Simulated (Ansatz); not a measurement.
C$_{3}$H$_{6}$FN (`C/C(F)=C/N`). The species carries charge 0 and has multiplicity 1. The geometry is a stationary point of PBE0-D4/def2-TZVP. It is one conformer, not always the lowest.

```xyz
11

C     0.857   -1.211   -0.883
C     0.018   -0.448    0.063
F    -0.650   -1.236    0.950
C    -0.141    0.867    0.160
N    -0.869    1.515    1.150
H     1.354   -0.530   -1.575
H     0.255   -1.917   -1.463
H     1.625   -1.788   -0.357
H     0.391    1.502   -0.538
H    -1.350    2.343    0.834
H    -1.490    0.903    1.658
```

Question: What is the dipole moment at PBE/def2-TZVPP? (Best estimate.)

Answer: Ansatz gave: 1.64 D, with components (-0.41, 1.14, -1.11) D in this frame, pointing from negative to positive charge.

Question: And with r2SCAN, B3LYP, ωB97M-V? (Estimate.)

Answer: The calculation gave: r2SCAN 1.69 D, B3LYP 1.75 D, ωB97M-V 1.74 D.

Question: Give the Mulliken charges with PBE, B3LYP, ωB97M-V in def2-TZVPP. (Estimate.)

Answer: Computed: 
```csv
atom,PBE,B3LYP,ωB97M-V
C1,-0.24,-0.23,-0.28
C2,0.15,0.19,0.17
F3,-0.21,-0.25,-0.24
C4,-0.08,-0.06,-0.04
N5,-0.28,-0.29,-0.25
H6,0.08,0.08,0.09
H7,0.09,0.09,0.11
H8,0.09,0.09,0.11
H9,0.08,0.09,0.09
H10,0.16,0.14,0.12
H11,0.15,0.15,0.12
```

B3LYP here is the variant with VWN-RPA as its local correlation; programs differ in this.
